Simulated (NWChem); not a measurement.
CH cation, singlet

```xyz
2

C      0.0000     0.0000    -0.1450
H      0.0000     0.0000     1.0022
```
Atoms are numbered in this order, from 1.

Results from NWChem. Pople sets run with spherical d functions. Low-valent species are run as closed-shell singlets; no triplet was tried in these runs. Coordinates come from a PBE0/def2-SVP optimisation. B3LYP is NWChem's, with the RPA form of VWN correlation. Isotropic indirect couplings, all four terms, static geometry, non-relativistic.

For level B3LYP/6-31G**:

```
Item                           Result
-----------------------------  ------
J(13C atom 1, 1H atom 2) (Hz)    40.7
```

Task: What are these values for level B3LYP/pcJ-1?

Result: 
- J(13C atom 1, 1H atom 2) (Hz) = 34.3
